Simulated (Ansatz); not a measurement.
## Several solutions for singlet MgS

```xyz
2

Mg    0.0000    0.0000    0.0000
S     0.0000    0.0000    3.8520
```

Basis set: def2-SVP (spherical functions). Charge 0, multiplicity 1.

UHF was run from several starts with Ansatz (development build ahead of 0.2.0).

```json
{"run": "A", "program": "Ansatz", "start": "search for the lowest state", "converged": "yes", "energy (hartree)": "-596.88404", "<S²>": "1.14"}
{"run": "B", "program": "Ansatz", "start": "atomic start, no search", "converged": "yes", "energy (hartree)": "-596.82510", "<S²>": "0.00"}
{"run": "C", "program": "Ansatz", "start": "stability test followed", "converged": "yes", "energy (hartree)": "-596.88404", "<S²>": "1.14"}
```

Which runs reached the lowest solution of this kind, and what is wrong with the others?

A, C reached the lowest solution found. Converged but too high: B by 1.60 eV. Convergence only shows a stationary point, and even a stable one can lie too high; stability tests and further starts are what find lower ones. Caution: another spin multiplicity may lie lower. Caution: the unrestricted determinant is a mixture of spin states.
